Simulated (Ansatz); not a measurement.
C₄H₈N₂, SMILES `C#CC(C)(N)N`. Total charge 0; spin multiplicity 1. The structure was optimised at the PBE0-D4/def2-TZVP level. It is one conformer, not always the lowest.

```xyz
14

C    -0.200   -2.490    0.082
C    -0.075   -1.297    0.136
C     0.032    0.175    0.183
C    -0.025    0.718   -1.247
N    -1.042    0.793    0.945
N     1.257    0.509    0.895
H    -0.309   -3.548    0.046
H    -0.965    0.453   -1.735
H     0.793    0.308   -1.841
H     0.058    1.807   -1.213
H    -1.940    0.563    0.539
H    -1.023    0.427    1.890
H     2.056    0.070    0.454
H     1.383    1.514    0.867
```

Problem. What is the dipole moment at PBE/def2-TZVPP? (An estimate is asked.)

Solution. Computed: 1.00 D, with components (-0.10, -0.10, -0.99) D in this frame, pointing from negative to positive charge.

Problem. And with r2SCAN, B3LYP, ωB97M-V? (Best estimate.)

Solution. Ansatz gave: r2SCAN 1.05 D, B3LYP 1.09 D, ωB97M-V 1.13 D.

Problem. Give the Mulliken charges with PBE, B3LYP, r2SCAN in def2-TZVPP. (Estimate.)

Solution. The calculation gave: 
| atom | PBE | B3LYP | r2SCAN |
| --- | --- | --- | --- |
| C1 | 0.15 | 0.21 | 0.26 |
| C2 | -0.44 | -0.55 | -0.54 |
| C3 | 0.18 | 0.24 | 0.23 |
| C4 | -0.24 | -0.25 | -0.16 |
| N5 | -0.32 | -0.33 | -0.36 |
| N6 | -0.31 | -0.33 | -0.34 |
| H7 | 0.20 | 0.25 | 0.24 |
| H8 | 0.07 | 0.07 | 0.04 |
| H9 | 0.08 | 0.08 | 0.04 |
| H10 | 0.08 | 0.08 | 0.05 |
| H11 | 0.13 | 0.12 | 0.13 |
| H12 | 0.15 | 0.14 | 0.14 |
| H13 | 0.14 | 0.13 | 0.13 |
| H14 | 0.13 | 0.13 | 0.14 |

B3LYP here is the variant with VWN-RPA as its local correlation; programs differ in this.
